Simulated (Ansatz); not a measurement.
For rock-salt HfC, PBEsol+SOC in Ansatz (PAW) gives:

| Quantity | Value |
|---|---|
| lattice constant a | 4.602 Å |
| bulk modulus | 248 GPa |

**Question.** What does r²SCAN (Ansatz, a quantum-chemistry and plane-wave program, plane waves, PAW) give for the same quantities?

**Answer.** 
- lattice constant a: 4.641 Å (rises by 0.8 %)
- bulk modulus: 245 GPa (drops by 1.2 %)

For comparison: lattice constant a 4.638 Å (measured, temperature not stated, no zero-point or thermal correction; as tabulated in Zhang et al. (2018), doi:10.1088/1367-2630/aac7f0); bulk modulus 242 GPa (measured, room temperature, not corrected to a static lattice, our sources range from 242 to 286; as tabulated in Synthesis of Binary Transition Metal Nitrides, Carbides and Borides from the …).

Changes are worked out from the printed values.

Unless a cell is named, each level is at its own relaxed cell (PBEsol+SOC 12.19, r²SCAN 12.49 Å³/atom).

Levels without +SOC leave out spin–orbit coupling, which shifts energies and cells of such heavy elements.

Ansatz's density-functional and Hartree–Fock values are scalar-relativistic unless marked +SOC, with PAW data made under PBE.
